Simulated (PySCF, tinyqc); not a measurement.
RKS/PBE in the sto-3g basis, for OH-, spin multiplicity 1, step by step. The basis has no diffuse functions, so it cannot describe the extra electron: this is an exercise in the method, not the real anion. The lowest restricted solution is unstable here: a spin-polarised one lies 0.0023 hartree lower (PySCF). Computed by tinyqc, a small Python program that keeps every step (integrals from PySCF). Settings: charge = -1, multiplicity = 1, basis = sto-3g, energy threshold = 1e-08, iteration cap = 85, orthogonalisation = canonical, start = Wolfsberg-Helmholz matrix, DIIS depth = 8, DIIS from iteration = 2, method = RKS, functional = pbe,pbe, grid = [30, 50]. Command: `OMP_NUM_THREADS=1 python tinyqc.py 30737 30738 out.jsonl` (the two numbers bound the seeds that draw the settings). One thread of a shared host (Intel(R) Xeon(R) Processor @ 2.60GHz), about 0.5 s of CPU time with the checks. Later iterations appear only in the table of the cycle.

## One-electron integrals

Geometry (angstrom):

| atom | x | y | z |
|---|---|---|---|
| O | 0.0000 | 0.0000 | 0.0000 |
| H | 0.0000 | 0.0000 | 1.5850 |

Basis sto-3g: exponents (1/bohr^2) and contraction coefficients of normalised primitives:

| element | l (shell) | exponent | coefficient |
|---|---|---|---|
| O | s (1) | 130.7093 | 0.1543 |
| O | s (1) | 23.8089 | 0.5353 |
| O | s (1) | 6.4436 | 0.4446 |
| O | s (2) | 5.0332 | -0.1000 |
| O | s (2) | 1.1696 | 0.3995 |
| O | s (2) | 0.3804 | 0.7001 |
| O | p (3) | 5.0332 | 0.1559 |
| O | p (3) | 1.1696 | 0.6077 |
| O | p (3) | 0.3804 | 0.3920 |
| H | s (1) | 3.4253 | 0.1543 |
| H | s (1) | 0.6239 | 0.5353 |
| H | s (1) | 0.1689 | 0.4446 |

Overlap, kinetic and nuclear-attraction integrals over the contracted functions; the nuclear repulsion is the sum of Za Zb / Rab.

nuclear repulsion = 2.670926 hartree

overlap S, lower triangle:
```
         1O 1s   1O 2s  1O 2px  1O 2py  1O 2pz   2H 1s
1O 1s   1.0000
1O 2s   0.2367  1.0000
1O 2px  0.0000  0.0000  1.0000
1O 2py  0.0000  0.0000  0.0000  1.0000
1O 2pz  0.0000  0.0000  0.0000  0.0000  1.0000
2H 1s   0.0128  0.1704  0.0000  0.0000  0.1726  1.0000
```

kinetic energy T (hartree), lower triangle:
```
          1O 1s    1O 2s  1O 2px  1O 2py  1O 2pz   2H 1s
1O 1s   29.0032
1O 2s   -0.1680   0.8081
1O 2px   0.0000   0.0000  2.5287
1O 2py   0.0000   0.0000  0.0000  2.5287
1O 2pz   0.0000   0.0000  0.0000  0.0000  2.5287
2H 1s   -0.0036  -0.0122  0.0000  0.0000  0.0215  0.7600
```

nuclear attraction V (hartree), lower triangle:
```
           1O 1s    1O 2s   1O 2px   1O 2py   1O 2pz    2H 1s
1O 1s   -60.9523
1O 2s    -7.2621  -9.3857
1O 2px    0.0000   0.0000  -9.3023
1O 2py    0.0000   0.0000   0.0000  -9.3023
1O 2pz   -0.0057  -0.0714   0.0000   0.0000  -9.3352
2H 1s    -0.4008  -1.0861   0.0000   0.0000  -0.9374  -3.8901
```

core Hamiltonian H = T + V (hartree), lower triangle:
```
           1O 1s    1O 2s   1O 2px   1O 2py   1O 2pz    2H 1s
1O 1s   -31.9491
1O 2s    -7.4301  -8.5776
1O 2px    0.0000   0.0000  -6.7735
1O 2py    0.0000   0.0000   0.0000  -6.7735
1O 2pz   -0.0057  -0.0714   0.0000   0.0000  -6.8065
2H 1s    -0.4044  -1.0982   0.0000   0.0000  -0.9159  -3.1300
```

## Two-electron integrals

Functions are numbered as in S; the eight-fold symmetry (ij|kl) = (ji|kl) = (kl|ij) leaves the list below.

Two-electron integrals (ij|kl) in chemists' order, unique and non-zero (hartree):
```
(11|11) 4.7851     (21|11) 0.7414     (21|21) 0.1369     (22|11) 1.1189
(22|21) 0.2566     (22|22) 0.8172     (31|31) 0.0245     (32|31) 0.0378
(32|32) 0.1805     (33|11) 1.1158     (33|21) 0.2567     (33|22) 0.8170
(33|33) 0.8802     (41|41) 0.0245     (42|41) 0.0378     (42|42) 0.1805
(43|43) 0.0474     (44|11) 1.1158     (44|21) 0.2567     (44|22) 0.8170
(44|33) 0.7853     (44|44) 0.8802     (51|51) 0.0245     (52|51) 0.0378
(52|52) 0.1805     (53|53) 0.0474     (54|54) 0.0474     (55|11) 1.1158
(55|21) 0.2567     (55|22) 0.8170     (55|33) 0.7853     (55|44) 0.7853
(55|55) 0.8802     (61|11) 0.0404     (61|21) 0.0074     (61|22) 0.0138
(61|33) 0.0138     (61|44) 0.0138     (61|51) 3.10e-04   (61|52) 0.0006
(61|55) 0.0139     (61|61) 4.05e-04   (62|11) 0.1231     (62|21) 0.0287
(62|22) 0.1047     (62|33) 0.1029     (62|44) 0.1029     (62|51) 0.0021
(62|52) 0.0178     (62|55) 0.1082     (62|61) 0.0016     (62|62) 0.0186
(63|31) 0.0027     (63|32) 0.0168     (63|53) 0.0035     (63|63) 0.0024
(64|41) 0.0027     (64|42) 0.0168     (64|54) 0.0035     (64|64) 0.0024
(65|11) 0.1013     (65|21) 0.0239     (65|22) 0.0932     (65|33) 0.0894
(65|44) 0.0894     (65|51) 0.0041     (65|52) 0.0308     (65|55) 0.1007
(65|61) 0.0014     (65|62) 0.0202     (65|65) 0.0240     (66|11) 0.3329
(66|21) 0.0788     (66|22) 0.3309     (66|33) 0.3214     (66|44) 0.3214
(66|51) 0.0055     (66|52) 0.0674     (66|55) 0.3496     (66|61) 0.0043
(66|62) 0.0833     (66|65) 0.1045     (66|66) 0.7746
```

## Orthogonalisation

S = U s U^T; canonical form X = U s^(-1/2), so that X^T S X = 1. Each column of U has its largest component positive (the first on a tie).

eigenvalues of S: 0.6936  0.8628  1.0000  1.0000  1.1244  1.3191

X:
```
              1        2        3       4        5       6
1O 1s   -0.5827   0.5611   0.0000  0.0000  -0.4675  0.4328
1O 2s    0.7869  -0.2960   0.0000  0.0000  -0.2701  0.5594
1O 2px   0.0000   0.0000   0.8387  0.5446   0.0000  0.0000
1O 2py   0.0000   0.0000  -0.5446  0.8387   0.0000  0.0000
1O 2pz   0.3411   0.6809   0.0000  0.0000   0.6272  0.2415
2H 1s   -0.6055  -0.5412   0.0000  0.0000   0.4522  0.4466
```

Within a degenerate level the vectors are fixed only up to a rotation; this is one choice.

## Starting guess

The start is the generalised Wolfsberg-Helmholz matrix (K = 1.75) built on H; D = 2 C_occ C_occ^T.

D at the start, lower triangle:
```
          1O 1s    1O 2s  1O 2px  1O 2py  1O 2pz   2H 1s
1O 1s    2.1108
1O 2s   -0.4691   1.9923
1O 2px   0.0000   0.0000  2.0000
1O 2py   0.0000   0.0000  0.0000  2.0000
1O 2pz   0.0246  -0.0922  0.0000  0.0000  1.9354
2H 1s   -0.0804   0.2570  0.0000  0.0000  0.1488  0.0467
```

## Iteration 1: exchange-correlation on the grid

Becke grid with 30 radial and 50 angular points per atom, points of zero weight dropped. rho = sum D_ij phi_i phi_j; V_xc,ij = sum w v_xc phi_i phi_j plus the gradient terms; v_xc is d(rho eps)/d rho at fixed gradient.

The 12 grid points with the largest w rho, of 2995 (bohr, atomic units):

| x | y | z | w | rho | \|grad rho\|^2 | eps_xc | v_xc |
|---|---|---|---|---|---|---|---|
| -0.7047 | 0.0000 | -0.7047 | 0.0564 | 0.5599 | 1.6985 | -0.6818 | -0.8682 |
| 0.0000 | 0.7047 | -0.7047 | 0.0564 | 0.5599 | 1.6985 | -0.6818 | -0.8682 |
| 0.0000 | -0.7047 | -0.7047 | 0.0564 | 0.5599 | 1.6985 | -0.6818 | -0.8682 |
| 0.7047 | 0.0000 | -0.7047 | 0.0564 | 0.5599 | 1.6985 | -0.6818 | -0.8682 |
| -0.7047 | 0.7047 | 0.0000 | 0.0564 | 0.5528 | 1.6478 | -0.6791 | -0.8647 |
| 0.7047 | -0.7047 | 0.0000 | 0.0564 | 0.5528 | 1.6478 | -0.6791 | -0.8647 |
| 0.7047 | 0.7047 | 0.0000 | 0.0564 | 0.5528 | 1.6478 | -0.6791 | -0.8647 |
| -0.7047 | -0.7047 | 0.0000 | 0.0564 | 0.5528 | 1.6478 | -0.6791 | -0.8647 |
| 0.0000 | 0.8566 | -0.8566 | 0.0958 | 0.3212 | 0.8336 | -0.5835 | -0.7087 |
| -0.8566 | 0.0000 | -0.8566 | 0.0958 | 0.3212 | 0.8336 | -0.5835 | -0.7087 |
| 0.0000 | -0.8566 | -0.8566 | 0.0958 | 0.3212 | 0.8336 | -0.5835 | -0.7087 |
| 0.8566 | 0.0000 | -0.8566 | 0.0958 | 0.3212 | 0.8336 | -0.5835 | -0.7087 |

electrons on the grid, sum of w rho = 10.0005

E_xc = sum of w rho eps_xc = -9.951313 hartree

V_xc (hartree), lower triangle:
```
          1O 1s    1O 2s   1O 2px   1O 2py   1O 2pz    2H 1s
1O 1s   -3.0958
1O 2s   -0.4295  -0.8390
1O 2px   0.0000   0.0000  -0.8332
1O 2py   0.0000   0.0000   0.0000  -0.8332
1O 2pz   0.0005   0.0028   0.0000   0.0000  -0.8329
2H 1s   -0.0236  -0.0917   0.0000   0.0000  -0.0753  -0.2317
```

## Iteration 1: building the Kohn-Sham matrix

J_ij = sum D_kl (ij|kl); F = H + J + V_xc; E = tr D H + tr D J / 2 + E_xc + E_nn.

Coulomb J (hartree), lower triangle:
```
          1O 1s    1O 2s  1O 2px  1O 2py  1O 2pz   2H 1s
1O 1s   18.3591
1O 2s    3.4956   8.6933
1O 2px   0.0000   0.0000  8.6851
1O 2py   0.0000   0.0000  0.0000  8.6851
1O 2pz  -0.0033  -0.0100  0.0000  0.0000  8.6864
2H 1s    0.1893   1.0787  0.0000  0.0000  0.9460  3.3474
```

Kohn-Sham matrix F (hartree), lower triangle:
```
           1O 1s    1O 2s  1O 2px  1O 2py   1O 2pz    2H 1s
1O 1s   -16.6858
1O 2s    -4.3640  -0.7233
1O 2px    0.0000   0.0000  1.0783
1O 2py    0.0000   0.0000  0.0000  1.0783
1O 2pz   -0.0084  -0.0786  0.0000  0.0000   1.0470
2H 1s    -0.2387  -0.1112  0.0000  0.0000  -0.0452  -0.0143
```

total energy of this density = -73.354823 hartree

## Iteration 1: diagonalisation and new density

Diagonalise F' = X^T F X, C = X C', fill 5 alpha and 5 beta electrons from the bottom; D = 2 C_occ C_occ^T. Each column has its largest component positive (the first on a tie).

F' = X^T F X (hartree), lower triangle:
```
         1        2       3       4        5        6
1  -2.0775
2   3.2108  -3.2184
3   0.0000   0.0000  1.0783
4   0.0000   0.0000  0.0000  1.0783
5  -3.3245   4.7352  0.0000  0.0000  -4.2584
6   4.0090  -4.5589  0.0000  0.0000   5.2393  -5.5872
```

orbital energies (hartree): MO1 -16.6965, MO2 -0.0181, MO3 0.4752, MO4 1.0783, MO5 1.0783, MO6 1.0979

coefficients C:
```
            MO1      MO2      MO3      MO4     MO5      MO6
1O 1s    0.9935  -0.0426  -0.2667   0.0000  0.0000   0.0150
1O 2s    0.0261   0.1098   1.0381   0.0000  0.0000  -0.0483
1O 2px   0.0000   0.0000   0.0000   0.9088  0.4171   0.0000
1O 2py   0.0000   0.0000   0.0000  -0.4171  0.9088   0.0000
1O 2pz   0.0011   0.0459   0.0736   0.0000  0.0000   1.0120
2H 1s   -0.0029   0.9673  -0.2933   0.0000  0.0000  -0.2039
```

D after iteration 1, lower triangle:
```
          1O 1s    1O 2s  1O 2px  1O 2py  1O 2pz   2H 1s
1O 1s    2.1201
1O 2s   -0.5111   2.1809
1O 2px   0.0000   0.0000  2.0000
1O 2py   0.0000   0.0000  0.0000  2.0000
1O 2pz  -0.0410   0.1629  0.0000  0.0000  0.0150
2H 1s    0.0682  -0.3968  0.0000  0.0000  0.0457  2.0436
```

Within a degenerate level the vectors are fixed only up to a rotation; this is one choice.

## Iteration 2: exchange-correlation on the grid

As before.

The 12 grid points with the largest w rho, of 2995 (bohr, atomic units):

| x | y | z | w | rho | \|grad rho\|^2 | eps_xc | v_xc |
|---|---|---|---|---|---|---|---|
| -0.7047 | -0.7047 | 0.0000 | 0.0564 | 0.5609 | 1.7132 | -0.6823 | -0.8686 |
| 0.7047 | 0.7047 | 0.0000 | 0.0564 | 0.5609 | 1.7132 | -0.6823 | -0.8686 |
| -0.7047 | 0.7047 | 0.0000 | 0.0564 | 0.5609 | 1.7132 | -0.6823 | -0.8686 |
| 0.7047 | -0.7047 | 0.0000 | 0.0564 | 0.5609 | 1.7132 | -0.6823 | -0.8686 |
| -0.8566 | -0.8566 | 0.0000 | 0.0958 | 0.3215 | 0.8381 | -0.5837 | -0.7087 |
| 0.8566 | 0.8566 | 0.0000 | 0.0958 | 0.3215 | 0.8381 | -0.5837 | -0.7087 |
| -0.8566 | 0.8566 | 0.0000 | 0.0958 | 0.3215 | 0.8381 | -0.5837 | -0.7087 |
| 0.8566 | -0.8566 | 0.0000 | 0.0958 | 0.3215 | 0.8381 | -0.5837 | -0.7087 |
| 0.3005 | -0.9015 | 0.3005 | 0.0504 | 0.5349 | 1.6084 | -0.6728 | -0.8543 |
| -0.3005 | -0.9015 | 0.3005 | 0.0504 | 0.5349 | 1.6084 | -0.6728 | -0.8543 |
| 0.9015 | -0.3005 | 0.3005 | 0.0504 | 0.5349 | 1.6084 | -0.6728 | -0.8543 |
| 0.9015 | 0.3005 | 0.3005 | 0.0504 | 0.5349 | 1.6084 | -0.6728 | -0.8543 |

electrons on the grid, sum of w rho = 10.0003

E_xc = sum of w rho eps_xc = -9.340822 hartree

V_xc (hartree), lower triangle:
```
          1O 1s    1O 2s   1O 2px   1O 2py   1O 2pz    2H 1s
1O 1s   -3.0837
1O 2s   -0.4174  -0.7672
1O 2px   0.0000   0.0000  -0.7989
1O 2py   0.0000   0.0000   0.0000  -0.7989
1O 2pz  -0.0018  -0.0201   0.0000   0.0000  -0.6854
2H 1s   -0.0230  -0.0929   0.0000   0.0000  -0.0840  -0.5239
```

## Iteration 2: building the Kohn-Sham matrix

As before.

Coulomb J (hartree), lower triangle:
```
          1O 1s   1O 2s  1O 2px  1O 2py  1O 2pz   2H 1s
1O 1s   16.9046
1O 2s    3.1636  7.7760
1O 2px   0.0000  0.0000  7.8130
1O 2py   0.0000  0.0000  0.0000  7.8130
1O 2pz   0.0203  0.1822  0.0000  0.0000  7.6790
2H 1s    0.1717  1.0365  0.0000  0.0000  0.9621  4.1863
```

Kohn-Sham matrix F (hartree), lower triangle:
```
           1O 1s    1O 2s  1O 2px  1O 2py   1O 2pz   2H 1s
1O 1s   -18.1282
1O 2s    -4.6839  -1.5688
1O 2px    0.0000   0.0000  0.2406
1O 2py    0.0000   0.0000  0.0000  0.2406
1O 2pz    0.0129   0.0907  0.0000  0.0000   0.1871
2H 1s    -0.2556  -0.1547  0.0000  0.0000  -0.0378  0.5323
```

total energy of this density = -73.983337 hartree

## Iteration 2: diagonalisation and new density

As before.

F' = X^T F X (hartree), lower triangle:
```
         1        2       3       4        5        6
1  -2.5882
2   3.7384  -3.9400
3   0.0000   0.0000  0.2406
4   0.0000   0.0000  0.0000  0.2406
5  -3.7718   4.4780  0.0000  0.0000  -4.9905
6   3.8502  -5.0207  0.0000  0.0000   5.8092  -6.1944
```

orbital energies (hartree): MO1 -18.1375, MO2 -0.3944, MO3 0.1809, MO4 0.2406, MO5 0.2406, MO6 0.6379

coefficients C:
```
            MO1      MO2      MO3     MO4      MO5      MO6
1O 1s    0.9941  -0.2625  -0.0295  0.0000   0.0000   0.0472
1O 2s    0.0239   1.0119   0.1050  0.0000   0.0000  -0.2393
1O 2px   0.0000   0.0000   0.0000  0.0147   0.9999   0.0000
1O 2py   0.0000   0.0000   0.0000  0.9999  -0.0147   0.0000
1O 2pz  -0.0004  -0.1536   0.9304  0.0000   0.0000  -0.3775
2H 1s   -0.0024   0.0295   0.2165  0.0000   0.0000   1.0078
```

D after iteration 2, lower triangle:
```
          1O 1s    1O 2s  1O 2px  1O 2py  1O 2pz   2H 1s
1O 1s    2.1161
1O 2s   -0.4899   2.0711
1O 2px   0.0000   0.0000  2.0000
1O 2py   0.0000   0.0000  0.0000  2.0000
1O 2pz   0.0249  -0.1156  0.0000  0.0000  1.7784
2H 1s   -0.0331   0.1051  0.0000  0.0000  0.3938  0.0955
```

Within a degenerate level the vectors are fixed only up to a rotation; this is one choice.

## Iteration 11 (converged): orbitals

converged F (hartree), lower triangle:
```
           1O 1s    1O 2s  1O 2px  1O 2py   1O 2pz   2H 1s
1O 1s   -17.7128
1O 2s    -4.5914  -1.3178
1O 2px    0.0000   0.0000  0.4926
1O 2py    0.0000   0.0000  0.0000  0.4926
1O 2pz   -0.0057  -0.0110  0.0000  0.0000   0.4359
2H 1s    -0.2509  -0.1486  0.0000  0.0000  -0.0523  0.2907
```

As before.

F' = X^T F X (hartree), lower triangle:
```
         1        2       3       4        5        6
1  -2.4799
2   3.5461  -3.7368
3   0.0000   0.0000  0.4926
4   0.0000   0.0000  0.0000  0.4926
5  -3.6367   4.5932  0.0000  0.0000  -4.7759
6   3.9018  -4.8894  0.0000  0.0000   5.6042  -6.0566
```

orbital energies (hartree): MO1 -17.7225, MO2 -0.1440, MO3 0.2781, MO4 0.4926, MO5 0.4926, MO6 0.5391

coefficients C:
```
            MO1      MO2      MO3     MO4      MO5      MO6
1O 1s    0.9940  -0.2600   0.0602  0.0000   0.0000  -0.0332
1O 2s    0.0245   0.9947  -0.2765  0.0000   0.0000   0.1624
1O 2px   0.0000   0.0000   0.0000  0.2226   0.9749   0.0000
1O 2py   0.0000   0.0000   0.0000  0.9749  -0.2226   0.0000
1O 2pz   0.0008   0.0228   0.4874  0.0000   0.0000   0.8908
2H 1s   -0.0027   0.1363   0.7939  0.0000   0.0000  -0.6439
```

D after iteration 11, lower triangle:
```
          1O 1s    1O 2s  1O 2px  1O 2py  1O 2pz   2H 1s
1O 1s    2.1183
1O 2s   -0.5017   2.1328
1O 2px   0.0000   0.0000  2.0000
1O 2py   0.0000   0.0000  0.0000  2.0000
1O 2pz   0.0484  -0.2242  0.0000  0.0000  0.4762
2H 1s    0.0194  -0.1680  0.0000  0.0000  0.7801  1.2976
```

Within a degenerate level the vectors are fixed only up to a rotation; this is one choice.

## Convergence

Stop when the energy changes by less than 1e-08 hartree and every element of the error matrix X^T (F D S - S D F) X is below 3e-05.

Course of the cycle:

| iteration | E (hartree) | change | largest element of the error matrix |
|---|---|---|---|
| 1 | -73.354823 | - | 3.91e-01 |
| 2 | -73.983337 | -6.29e-01 | 2.92e-01 |
| 3 | -73.489391 | 4.94e-01 | 4.50e-01 |
| 4 | -74.259936 | -7.71e-01 | 1.05e-01 |
| 5 | -74.251103 | 8.83e-03 | 1.37e-01 |
| 6 | -74.262672 | -1.16e-02 | 9.67e-02 |
| 7 | -74.274259 | -1.16e-02 | 1.16e-02 |
| 8 | -74.274443 | -1.84e-04 | 1.52e-03 |
| 9 | -74.274446 | -3.13e-06 | 1.02e-04 |
| 10 | -74.274446 | -1.04e-08 | 5.26e-05 |
| 11 | -74.274446 | -3.77e-09 | 3.42e-07 |

PySCF RKS in the same basis, fine grid = -74.274289 hartree

Converged in 11 iterations. The coarse grid moves the energy by -1.57e-04 hartree.

## Populations, bond orders and dipole

Mulliken: Z minus the diagonal of D S on the atom; Loewdin: the same with S^(1/2) D S^(1/2); Mayer order: 2 sum_s sum (D(s) S)_ij (D(s) S)_ji over the two atoms.

Charges (e):

| atom | Mulliken | Loewdin |
|---|---|---|
| 1O | -0.5961 | -0.5999 |
| 2H | -0.4039 | -0.4001 |

Mayer bond orders:

| pair | order |
|---|---|
| 2-1 | 0.8369 |

dipole moment about the origin, x y z (debye): 0.0000  0.0000  -2.6371
